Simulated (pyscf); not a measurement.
This saddle point was located with ωB97X-D3(BJ)/def2-SVP in PySCF.

```xyz
11

W     -0.5953    -0.0619    -0.4634
Cl     0.7766     1.8082     1.8041
Cl    -0.3753    -1.3079    -2.3796
Cl    -2.8216    -0.5078    -1.0607
Cl    -1.0274    -1.2121     1.4554
Cl     0.0269     1.8140    -1.5559
Cl     1.5535    -0.7491    -0.1663
N     -1.6734     1.4050     0.5819
H     -0.6099     1.8055     1.3308
H     -2.0408     2.1556    -0.0031
H     -2.4352     1.0296     1.1472
```
Charge 0, spin multiplicity 1.

Surface: singlet, charge 0. Lowest wavenumbers (cm⁻¹): 877i, 25, 70, 98, 129.

Which two sides does it connect, and which bonds change?

`[Cl][W]([Cl])([Cl])([Cl])([Cl])[Cl]` + `[NH3]` ⇌ `[NH2][W]([Cl])([Cl])([Cl])([Cl])[Cl]` + `[ClH]`, a four-centre exchange read from left to right: Cl–W, H–N broken and N–W, Cl–H formed. At ωB97M-D3(BJ)/def2-TZVP it lies +83.4 kJ/mol from the left side and +88.1 kJ/mol from the right (each side as separated species at their lowest minima found). On the reactant side the descent ends in an adduct with a N–W contact, 20.2 kJ/mol under the separated species and 106.4 kJ/mol under the saddle at ωB97X-D3(BJ)/def2-TZVP. On the product side the descent ends in a complex, 22.2 kJ/mol under the separated species and 98.9 kJ/mol under the saddle at ωB97X-D3(BJ)/def2-TZVP. What is counted as formed (N–W) is already present as a longer contact in the reactant adduct; forming that adduct is a step of its own. One saddle was located; it need not be the lowest between these sides. Elements past Kr carry the def2 core potentials, without spin-orbit coupling.
